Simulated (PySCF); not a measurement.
Gas-phase reaction: 4 C3H6 (cyclic) ⇌ C6H6 + 3 C2H6

Computed with PySCF (xtb for GFN2) and rigid-rotor harmonic-oscillator thermochemistry at 1 bar. Table values come from the NASA 1993 polynomials. † marks an energy on the PBE0/def2-TZVP geometry and frequencies; other levels use their own. All species are closed-shell singlets.

Levels: a) PBE/def2-TZVP†; b) GFN2-xTB; c) ωB97X-V/def2-TZVP†.

**Question.** Order the levels by the distance of their ΔH°(298 K) from the table for this reaction, closest first.

**Answer.** a (+17 kJ), c (+38 kJ), b (+130 kJ)

The table gives -382 kJ. The order holds for this reaction alone, and for the 1993 entries, some of which have been revised since.
